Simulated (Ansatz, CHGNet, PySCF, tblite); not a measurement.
## Ladder of methods for the lattice parameter a of diamond-structure Si

Reference value: 5.421 Å (measured, static lattice: zero-point anharmonic expansion removed; as tabulated in Mejia-Rodriguez and Trickey (2018), arXiv:1807.09216).

```json
[
 {"level (code)": "IPEA1-xTB (tblite)", "value (Å)": "5.495", "error (%)": "+1.37"},
 {"level (code)": "CHGNet 0.3.0", "value (Å)": "5.461", "error (%)": "+0.74"},
 {"level (code)": "PBE (Ansatz)", "value (Å)": "5.470", "error (%)": "+0.90"},
 {"level (code)": "rVV10 (Ansatz)", "value (Å)": "5.485", "error (%)": "+1.18"},
 {"level (code)": "r²SCANh (Ansatz)", "value (Å)": "5.437", "error (%)": "+0.30"},
 {"level (code)": "Hartree–Fock (Ansatz)", "value (Å)": "5.506", "error (%)": "+1.57"},
 {"level (code)": "MP2 (PySCF)", "value (Å)": "5.389 ± 0.02", "error (%)": "-0.59"}
]
```

Leaving aside IPEA1-xTB (doubt noted below): Once the reference is moved by up to 0.11 % (a margin picked here for doubts on the reference and the settings) and values within 0.10 % count as equal, the nearest can be r²SCANh (+0.30 %) or MP2 (-0.59 %). Farthest off among them: Hartree–Fock (+1.57 %). Within 2 %: CHGNet 0.3.0, PBE, rVV10, r²SCANh, Hartree–Fock, MP2.

A ± on a computed value is a rough bar: the spread of its extrapolation, a floor set from checks against published values, or a statistical error. IPEA1-xTB: this parameter set was refitted to ionisation energies, not structures. IPEA1-xTB: the run uses a supercell at the zone centre in place of a k mesh. Cutoffs and k meshes differ between the levels. Ansatz's density-functional and Hartree–Fock values are scalar-relativistic unless marked +SOC, with PAW data made under PBE.

Machine-learned potentials (CHGNet 0.3.0) are trained on DFT data: a solid inside that data is no test of them.

Differences are worked out from the printed values.

Ansatz is a quantum-chemistry and plane-wave program.
